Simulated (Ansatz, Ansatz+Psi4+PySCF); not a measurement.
```xyz
3

O     0.0000    0.0000   -1.0666
C     0.0000    0.0000    0.0000
O     0.0000    0.0000    1.0666
```

Basis set: cc-pVTZ (spherical functions). Frozen core: 3 orbitals. Charge 0, multiplicity 1.

Computed with Ansatz (development build ahead of 0.2.0); each method stands on the lowest determinant of its kind that the runs found. Restricted open shells among the atoms or ions are ROHF, correlated in semicanonical orbitals with singles.

(1) Give the atomization energy at this shape (free ground-state atoms in the same class of orbitals less the molecule, no zero-point energy) of singlet CO₂ by RHF-MP2, RHF.

## Answers

(1)

```tsv
method	atomization energy
RHF-MP2	1543.8 kJ/mol
RHF	1007.7 kJ/mol
```

Caution: no unrestricted run beside it, a lower state can exist; the shape is not the minimum.
